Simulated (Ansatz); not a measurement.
Grey tin (α-Sn), treated with PBE (PAW; Ansatz, a program for electronic structure).

Settings: plane-wave cutoff 520 eV, 10×10×10 k mesh, Fermi–Dirac smearing 0.01 eV, scalar-relativistic PAW data made under PBE.

A third-order Birch–Murnaghan fit to the energies gives V0 = 36.848 Å³/atom, B0 = 35.1 GPa, B′ = 4.8.

| V (Å³/atom) | P (GPa) |
|---|---|
| 34.593 | 2.595 |
| 35.329 | 1.629 |
| 36.065 | (withheld) |
| 36.801 | 0.045 |
| 37.538 | -0.610 |
| 38.274 | (withheld) |
| 39.010 | (withheld) |

Task: Estimate the withheld pressures from this fit; the answers are the runs' own values.

Result: 
- 36.065, P (GPa): 0.781
- 38.274, P (GPa): -1.218
- 39.010, P (GPa): -1.762

The formula P = (3/2) B0 (x^(7/3) − x^(5/3)) [1 + (3/4)(B′ − 4)(x^(2/3) − 1)] with x = V0/V meets the computed pressures within 0.02 GPa when these rounded values are put in.

Measured, for comparison: bulk modulus 42.8 GPa (0 K value with the zero-point phonon effect removed; as tabulated in Mejia-Rodriguez and Trickey (2018), arXiv:1807.09216); equilibrium volume per atom 33.97 Å³/atom (static lattice: zero-point anharmonic expansion removed; as tabulated in Mejia-Rodriguez and Trickey (2018), arXiv:1807.09216). Computed less measured: bulk modulus -18 %, equilibrium volume per atom +8.5 %.

Spin–orbit coupling is not included.

The result took very roughly 40 core-seconds.
